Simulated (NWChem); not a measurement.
# Si2NH6 (SMILES N[SiH2][SiH2]) at 4 levels

Aim: a comparison of 4 runs (UHF/STO-3G, UHF/3-21G, UB3LYP/6-31G*) of Si2NH6. 

The results are computed with NWChem 7.3.0.

### 1 Starting point

Si2NH6 has 9 atoms, charge 0, and is taken as a doublet. As SMILES, `N[SiH2][SiH2]`. The coordinates come from a GFN2-xTB relaxation. This is one conformer, not always the lowest.

Bond lengths: N1–Si2 1.730 Å, Si2–Si3 2.272 Å, N1–H4 1.007 Å, N1–H5 1.007 Å, Si2–H6 1.468 Å, Si2–H7 1.484 Å, Si3–H8 1.469 Å, Si3–H9 1.467 Å. Some angles: N1–Si2–Si3 103.8°, N1–Si2–H6 104.1°, N1–Si2–H7 112.0°, Si3–Si2–H6 112.5°, Si3–Si2–H7 118.1°, Si2–N1–H4 118.8°, Si2–N1–H5 118.0°, Si2–Si3–H8 120.8°, Si2–Si3–H9 118.3°, H6–Si2–H7 105.6°.

### 2 Energy and gradient at UHF/STO-3G (run 1)

run.py

```python
from ase import Atoms
from ase.calculators.nwchem import NWChem

atoms = Atoms('NSiSiHHHHHH', positions=[
    [-1.017500, 0.583700, -1.064390],
    [0.414730, 0.609990, -0.094440],
    [0.105800, -1.095860, 1.373830],
    [-1.273480, -0.272350, -1.528460],
    [-1.179980, 1.356500, -1.689770],
    [0.381690, 1.925850, 0.556280],
    [1.645940, 0.606100, -0.922190],
    [-0.142570, -2.462840, 0.896910],
    [1.065370, -1.251090, 2.472220],
])

calc = NWChem(
    label='nw',
    theory='scf',
    memory='2200 mb',
    basis='STO-3G',
    basispar='spherical bse',
    scf={'nopen': '1', 'uhf': None, 'thresh': '1e-08', 'maxiter': '80'},
)
atoms.calc = calc

forces = atoms.get_forces()
print(f"energy = {atoms.get_potential_energy():.6f} eV")
print("forces (eV/A):")
for s, f in zip(atoms.symbols, forces):
    print(f"{s:2s} {f[0]:10.5f} {f[1]:10.5f} {f[2]:10.5f}")
```

On the command line:

```bash
$ export ASE_NWCHEM_COMMAND="nwchem PREFIX.nwi > PREFIX.nwo"
$ python run.py
```

The log of the run:

```text
energy = -17099.522157 eV
forces (eV/A):
N    -0.14707    0.15303    0.50676
Si    1.03759    0.57588    0.01332
Si    0.17252   -0.86878    1.03297
H    -0.07035   -0.52785   -0.39358
H    -0.04155    0.42536   -0.48553
H     0.18281   -1.15432   -0.32308
H    -1.08315   -0.18234    0.83119
H     0.38556    1.23362   -0.15072
H    -0.43637    0.34540   -1.03132
```

The calculator wrote nw.nwi:

```
title "nw"

permanent_dir nw

scratch_dir nw

start nw

geometry units angstrom nocenter noautosym noautoz
  N  -1.0175000000000001e+00 5.8370000000000000e-01 -1.0643899999999999e+00
  Si 4.1472999999999999e-01 6.0999000000000003e-01 -9.4439999999999996e-02
  Si 1.0580000000000001e-01 -1.0958600000000001e+00 1.3738300000000001e+00
  H  -1.2734799999999999e+00 -2.7234999999999998e-01 -1.5284599999999999e+00
  H  -1.1799800000000000e+00 1.3565000000000000e+00 -1.6897700000000000e+00
  H  3.8168999999999997e-01 1.9258500000000001e+00 5.5628000000000000e-01
  H  1.6459400000000000e+00 6.0609999999999997e-01 -9.2218999999999995e-01
  H  -1.4257000000000000e-01 -2.4628399999999999e+00 8.9690999999999999e-01
  H  1.0653699999999999e+00 -1.2510900000000000e+00 2.4722200000000001e+00
end

memory 2200 mb

basis spherical bse noprint
   * library STO-3G
end

scf
  nopen 1
  uhf
  thresh 1e-08
  maxiter 80
end

task scf gradient
```

nw.nwo:

```text
Northwest Computational Chemistry Package (NWChem) 7.3.0
             --------------------------------------------------------

           Job information
           ---------------

    nwchem branch   = 7.3.0
    use scalapack   = T
    input           = nw.nwi
    prefix          = nw.
    data base       = nw/nw.db
    status          = startup
    nproc           =        1

           Memory information
           ------------------

[... 5 lines left out ...]
    hardfail = no
[... 125 lines left out ...]
 1-e energy   =   -1168.625227
[... 9 lines left out ...]
 Convergence threshold     :          1.000E-08
[... 16 lines left out ...]
      One electron energy =  -1165.843499183441
[... 9 lines left out ...]
          Final alpha eigenvalues
[... 212 lines left out ...]
                     UHF Final Beta Molecular Orbital Analysis
[... 233 lines left out ...]
                 ----------------------------------------
                 |  Time  |  1-e(secs)   |  2-e(secs)   |
                 ----------------------------------------
                 |  CPU   |       0.00   |       0.16   |
                 ----------------------------------------
                 |  WALL  |       0.00   |       0.16   |
                 ----------------------------------------

 Task  times  cpu:        1.7s     wall:        1.7s
 Total times  cpu:        1.7s     wall:        1.7s
```

Run time: 2.9 s. Hardware: 1 thread of Intel Xeon 6975P-C (Granite Rapids), shared host; peak memory 0.099 GiB.

### 3 Energy and forces at UHF/3-21G (run 2)

run.py

```python
from ase import Atoms
from ase.calculators.nwchem import NWChem

system = Atoms('NSiSiHHHHHH', positions=[
    [-1.017500, 0.583700, -1.064390],
    [0.414730, 0.609990, -0.094440],
    [0.105800, -1.095860, 1.373830],
    [-1.273480, -0.272350, -1.528460],
    [-1.179980, 1.356500, -1.689770],
    [0.381690, 1.925850, 0.556280],
    [1.645940, 0.606100, -0.922190],
    [-0.142570, -2.462840, 0.896910],
    [1.065370, -1.251090, 2.472220],
])

calc = NWChem(
    label='h6nsi2',
    theory='scf',
    memory='2200 mb',
    basis='3-21G',
    basispar='spherical bse',
    scf={'nopen': '1', 'uhf': None, 'thresh': '1e-08', 'maxiter': '80'},
)
system.calc = calc

forces = system.get_forces()
print(f"energy = {system.get_potential_energy():.6f} eV")
print("forces (eV/A):")
for s, f in zip(system.symbols, forces):
    print(f"{s:2s} {f[0]:10.5f} {f[1]:10.5f} {f[2]:10.5f}")
```

On the command line:

```bash
$ export ASE_NWCHEM_COMMAND="nwchem PREFIX.nwi > PREFIX.nwo"
$ python run.py
```

The log of the run:

```text
energy = -17208.185487 eV
forces (eV/A):
N    -0.53679   -0.27027   -1.49314
Si    0.35959    0.90349   -0.48990
Si   -0.06443   -0.59387    0.95208
H    -0.24194    0.00072    0.22487
H    -0.25053    0.08865    0.25994
H     0.19967    0.19324    0.51371
H     0.38140   -0.25757    0.12012
H    -0.18610   -0.24009   -0.45411
H     0.33908    0.17571    0.36643
```

The calculator wrote h6nsi2.nwi:

```
title "h6nsi2"

permanent_dir h6nsi2

scratch_dir h6nsi2

start h6nsi2

geometry units angstrom nocenter noautosym noautoz
  N  -1.0175000000000001e+00 5.8370000000000000e-01 -1.0643899999999999e+00
  Si 4.1472999999999999e-01 6.0999000000000003e-01 -9.4439999999999996e-02
  Si 1.0580000000000001e-01 -1.0958600000000001e+00 1.3738300000000001e+00
  H  -1.2734799999999999e+00 -2.7234999999999998e-01 -1.5284599999999999e+00
  H  -1.1799800000000000e+00 1.3565000000000000e+00 -1.6897700000000000e+00
  H  3.8168999999999997e-01 1.9258500000000001e+00 5.5628000000000000e-01
  H  1.6459400000000000e+00 6.0609999999999997e-01 -9.2218999999999995e-01
  H  -1.4257000000000000e-01 -2.4628399999999999e+00 8.9690999999999999e-01
  H  1.0653699999999999e+00 -1.2510900000000000e+00 2.4722200000000001e+00
end

memory 2200 mb

basis spherical bse noprint
   * library 3-21G
end

scf
  nopen 1
  uhf
  thresh 1e-08
  maxiter 80
end

task scf gradient
```

h6nsi2.nwo:

```text
Northwest Computational Chemistry Package (NWChem) 7.3.0
             --------------------------------------------------------

           Job information
           ---------------

    nwchem branch   = 7.3.0
    use scalapack   = T
    input           = h6nsi2.nwi
    prefix          = h6nsi2.
    data base       = h6nsi2/h6nsi2.db
    status          = startup
    nproc           =        1

           Memory information
           ------------------

[... 5 lines left out ...]
    hardfail = no
[... 125 lines left out ...]
 1-e energy   =   -1164.834187
[... 9 lines left out ...]
 Convergence threshold     :          1.000E-08
[... 17 lines left out ...]
      One electron energy =  -1166.647112474265
[... 9 lines left out ...]
          Final alpha eigenvalues
[... 258 lines left out ...]
                     UHF Final Beta Molecular Orbital Analysis
[... 269 lines left out ...]
                 ----------------------------------------
                 |  Time  |  1-e(secs)   |  2-e(secs)   |
                 ----------------------------------------
                 |  CPU   |       0.01   |       0.21   |
                 ----------------------------------------
                 |  WALL  |       0.01   |       0.21   |
                 ----------------------------------------

 Task  times  cpu:        2.0s     wall:        2.0s
 Total times  cpu:        2.0s     wall:        2.0s
```

It took 3 s on 1 thread of Intel Xeon 6975P-C (Granite Rapids), shared host; peak memory 0.097 GiB.

Run 3 isn't shown in full; the table further down has it.

### 4 Energy and gradient at UB3LYP/6-31G(d) (Cartesian functions) (run 4)

h6nsi2.nw

```
start h6nsi2
memory total 2200 mb
charge 0

geometry units angstrom noautosym nocenter noautoz
  N     -1.017500     0.583700    -1.064390
  Si     0.414730     0.609990    -0.094440
  Si     0.105800    -1.095860     1.373830
  H     -1.273480    -0.272350    -1.528460
  H     -1.179980     1.356500    -1.689770
  H      0.381690     1.925850     0.556280
  H      1.645940     0.606100    -0.922190
  H     -0.142570    -2.462840     0.896910
  H      1.065370    -1.251090     2.472220
end

basis "ao basis" cartesian
  * library 6-31G*
end

dft
  xc b3lyp
  mult 2
  grid xfine
  convergence energy 1e-08
  maxiter 100
  mulliken
  print medium
end

task dft gradient
```

On the command line:

```bash
$ nwchem h6nsi2.nw > h6nsi2.out
```

The log of the run:

```text
[...]
          Wavefunction type:  spin polarized.
          No. of atoms     :     9
          No. of electrons :    41
[...]
          Charge           :     0
          Spin multiplicity:     2
[...]
          AO basis - number of functions:    65
[...]
              XC Information
              --------------
                         B3LYP Method XC Potential
                     Hartree-Fock (Exact) Exchange  0.200
                        Slater Exchange Functional  0.800 local
                    Becke 1988 Exchange Functional  0.720 non-local
              Lee-Yang-Parr Correlation Functional  0.810
                  VWN I RPA Correlation Functional  0.190 local
[...]
 d= 0,ls=0.0,diis     1   -637.2583747269 -7.83D+02  7.96D-03  1.16D-01     3.8
[...]
 d= 0,ls=0.0,diis    10   -637.3076491161 -2.77D-09  5.21D-07  1.21D-09    36.9
[...]
         Total DFT energy =     -637.307649116091
      One electron energy =    -1171.206948957986
           Coulomb energy =      438.877309256883
    Exchange-Corr. energy =      -51.056198677518
 Nuclear repulsion energy =      146.078189262529
[...]
      Total Density - Mulliken Population Analysis
     ---------------------------------------------
    Atom       Charge   Shell Charges
 -----------   ------   -------------------------------------------------------
    1 N    7     7.86   1.99  0.77  2.54  0.85  1.68  0.02
    2 Si  14    13.55   2.00  1.99  5.96  1.03  1.87  0.20  0.33  0.17
    3 Si  14    14.00   2.00  1.99  5.96  1.09  1.91  0.36  0.62  0.06
    4 H    1     0.68   0.51  0.17
    5 H    1     0.67   0.50  0.17
    6 H    1     1.07   0.52  0.55
    7 H    1     1.09   0.52  0.57
    8 H    1     1.04   0.51  0.53
    9 H    1     1.04   0.51  0.53
[...]
      <S2> =      0.7524 (Exact =     0.7500)
[...]
  wavefunction    = open shell
[...]
```

Run time: 44 s. Hardware: 1 thread of Intel Xeon 6975P-C (Granite Rapids), shared host; peak memory 0.14 GiB.

### 5 Overview of the runs

```csv
run,level,iteration cap,module,energy (Eh),dipole moment (D),HOMO energy (eV),LUMO energy (eV),wall time
1,UHF/STO-3G,80,scf,-628.395854,0.77,-5.91,6.80,2.9 s
2,UHF/3-21G,80,scf,-632.389158,1.48,-8.57,1.12,3 s
3,UB3LYP/6-31G* (spherical functions),100,dft,-637.303004,–,–,–,43 s
4,UB3LYP/6-31G* (Cartesian functions),100,dft,-637.307649,1.44,-5.59,-2.69,44 s
```

### 6 What came out

```
                                 quantity          value
                      run 4: total energy  -637.30765 Eh
                     run 4: dipole moment         1.44 D
run 4: HOMO energy (highest over α and β)       -5.59 eV
 run 4: LUMO energy (lowest over α and β)       -2.69 eV
                              run 4: ⟨S²⟩          0.752
          run 4: largest force on an atom     0.943 eV/Å
```

Over runs 1, 2, 4 the dipole moment (its size) runs from 0.77 D (UHF/STO-3G) to 1.48 D (UHF/3-21G). In run 1 the basis is minimal, so the values are rough. All runs together took 92 s, the longest 44 s.
